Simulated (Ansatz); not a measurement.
A calculation with Ansatz (development build ahead of 0.2.0).

```yaml
crystal:
  periodic: [false, false, false]
  atoms:
    - { symbol: B, position_ang: [-0.08419, 0.27448, 0.11107] }
    - { symbol: H, position_ang: [0.99883, -3.57261, -1.20165] }
    - { symbol: H, position_ang: [0.62493, 0.99258, -0.56773] }
    - { symbol: H, position_ang: [0.3897, -0.66717, 0.73342] }
    - { symbol: H, position_ang: [-1.3556, 0.4944, 0.04215] }
basis:
  gaussian: { orbitals: def2-SVP }
magnetization:
  spin_polarized: true
  initial_magnetization: 1
hamiltonian:
  xc: hf
output:
  forces: true
```

The input is written out in the form of the current development build from the run's settings.

Results

```yaml
Converged: yes
Total_energy: -26.86504 hartree
Spin_squared_of_the_determinant: 0.750
Stability_test: minimum
```

Forces (eV/Å):
```tsv
atom	Fx	Fy	Fz
B1	-1.377	0.062	-0.534
H2	0.001	-0.003	-0.002
H3	-0.144	-0.239	0.400
H4	-0.352	0.595	-0.207
H5	1.872	-0.415	0.342
```
